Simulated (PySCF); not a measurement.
**A diatomic session: NaO+**

An exercise on one series of results from a longer session: the logs are not shown, and one member is left open.

Method: Na 6-311G(d,p), O 6-311G(d,p), no relativity; program: PySCF 2.14.0.

The first run:

Settings of the job:

- atoms: Na, O
- charge: 1
- basis: Na 6-311G(d,p), O 6-311G(d,p)
- Hamiltonian: no relativity
- basis functions: 44
- electrons treated: 18
- masses in u: 22.9898, 15.9949
- levels: PBE0, PBE, r²SCAN, BP86, LDA, r²SCAN0, HSE06, HF, MP2, SCS-MP2, CCSD, CCSD(T)
- grid: 80 radial by 434 angular points
- occupations: held fixed by the projection of orbital angular momentum
- dissociation limit: Na+ + O, each in its ground configuration
- starting distance in angstrom: 2.275
- values of 2S to try: 0, 2

Among the steps run: Set-up; PBE0 along the bond; Other states along the same grid; PBE (GGA); r²SCAN; BP86 (GGA); LDA (local density); r²SCAN0 (hybrid meta-GGA); HSE06; UHF (mean field); Correlated methods on the Hartree–Fock reference.

One table of the session follows, with a row left open; its other results are not shown here.

```
      level  Re (Å)  ωe (cm⁻¹)  De (eV)
        UHF   2.547      178.9    0.302
    UHF-MP2   2.537      189.7    0.348
UHF-SCS-MP2   2.541      188.7    0.347
   UHF-CCSD   2.537      191.1    0.357
UHF-CCSD(T)   2.535      192.5    0.364
        LDA       ?          ?        ?
        PBE   2.531      191.4    0.426
       BP86   2.568      175.5    0.359
     r²SCAN   2.533      188.2    0.371
       PBE0   2.518      191.2    0.379
    r²SCAN0   2.518      190.0    0.353
      HSE06   2.517      191.6    0.380
```

Q: Estimate the row for LDA from the others.

As computed: Re (Å): 2.447; ωe (cm⁻¹): 214.6; De (eV): 0.475. In the column «Re (Å)» it is the lowest.

De is counted to Na+ + O in their ground configurations.
